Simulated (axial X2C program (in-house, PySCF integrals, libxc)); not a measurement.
# NaAl⁻: cheaper levels and CCSD(T), two-component

Calculated with an axial X2C code built on PySCF integrals. Two-component (2c) means X2C with spin–orbit coupling and atomic mean-field two-electron Coulomb and Gaunt terms. Basis: Al dyall-av3z [9s9p3d2f], Na dyall-av3z [10s9p5d2f] (cores contracted in-house); Gaussian nuclei, density fitting, unrestricted open shells. Masses: Al 26.982 u, Na 22.990 u.

State: Ω = 1/2 (⟨Sz⟩ = -0.50, ⟨Lz⟩ = 1.00 at HF); fragments Al- + Na for PBE0, HF, MP2; Al + Na- for CCSD, TPSSh, CCSD(T).

| level | Re (Å) | ωe (cm⁻¹) | De (eV) |
| --- | --- | --- | --- |
| PBE0 | 3.163 | 152.8 | n/a |
| HF | 3.519 | 92.0 | n/a |
| MP2 | 3.116 | 166.4 | n/a |
| CCSD | 3.177 | 153.5 | 0.754 |
| TPSSh | 3.179 | 152.7 | 0.827 |

Correlated methods: 13 electrons correlated (number of frozen shells: Al 2 s, 1 p; Na 1 s), 241 virtual spin orbitals or spinors in MP2, 90 natural virtuals in coupled cluster.

CCSD(T), same Hamiltonian and basis:

Re = 3.154 Å, ωe = 159.7 cm⁻¹; T1 = 0.045 (Lee–Taylor normalisation).

(1) Give the differences from CCSD(T) in the columns below.

The state is one determinant whose occupation by symmetry is held fixed; it was picked as the lowest of a PBE0 search that is not exhaustive. De is counted from the lowest determinant-based energies of the atoms at the same level, without counterpoise correction. De is not given where an atomic determinant may have missed its ground term or J level, or where the truncated virtual space spoils (T). Density functionals use the spin component along the axis (collinear). Coupled cluster ran in a truncated set of natural virtual spinors; the MP2 energy of the rest was added. (T) has no such correction and the atoms are truncated less, which lowers De at CCSD(T) by a hundredth of an eV or more. The 2c atoms are single determinants rather than J levels; their spin–orbit lowering is only partly caught, and De is too large by that part. This holds for CCSD, TPSSh. PBE0 can misorder states that lie within some tenths of an eV, so this need not be the ground state of the molecule. The nearest other 2c determinant of the search, Ω = 3/2, lies 0.01 eV up at the distance of the search. The functionals have no current-density term, which raises determinants with orbital currents, atoms included. The highest occupied level of some functionals is positive through self-interaction error; at Hartree–Fock it is bound. The T1 diagnostic is large, a sign of multireference character.

Results:

(1) 

| level | ΔRe (Å) | Δωe (cm⁻¹) |
| --- | --- | --- |
| PBE0 | 0.009 | -6.9 |
| HF | 0.365 | -67.7 |
| MP2 | -0.038 | 6.7 |
| CCSD | 0.023 | -6.2 |
| TPSSh | 0.025 | -7.0 |
